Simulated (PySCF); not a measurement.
Structure from NMR data

Molecular formula: C₃H₆O₃. Simulated spectra:

1H NMR (400 MHz, computed): δ 3.65 (s, 6H).

13C{1H} NMR (computed): δ 164.3 (C), 57.1 (CH3).

How the numbers were obtained: structure optimised with PBE0-D3(BJ)/def2-TZVP, shieldings: GIAO B97-2/pcSseg-2, in PySCF (no solvent, a single conformation, rapidly exchanging positions averaged, no relativistic terms).

δ = σ(ref) − σ, references computed at the same level: TMS for 1H and 13C.

Q: Propose a structure and justify it.

A: 
- The formula gives 1 degree of unsaturation (no ring in the answer).
- 2 carbon signals for 3 carbons: some carbons are equivalent by symmetry or fast rotation.
- Carbon types of the structure: 1 × C, 2 × CH3, which accounts for all hydrogens.
- δC 164.3: carbonate carbon; lone-pair donation from the attached heteroatom keeps it upfield of a ketone carbonyl.
- δC 57.1: methyl carbon bonded to O; pulled downfield by the heteroatom.
- δH 3.65: hydrogen on a methyl carbon bonded to O; its carbon carries O, an electronegative neighbour.

These data were computed for dimethyl carbonate (COC(=O)OC).

The shifts were computed for this structure.

Shifts are as computed. Against solution values, carbons near 30 ppm lie about +3 ppm off and those near 130 ppm about +7 ppm. Of 1211 compounds with measured shifts, 218 miss one by over three times the rms of a fit or turn the order of signals round; such compounds aren't used in these exercises.
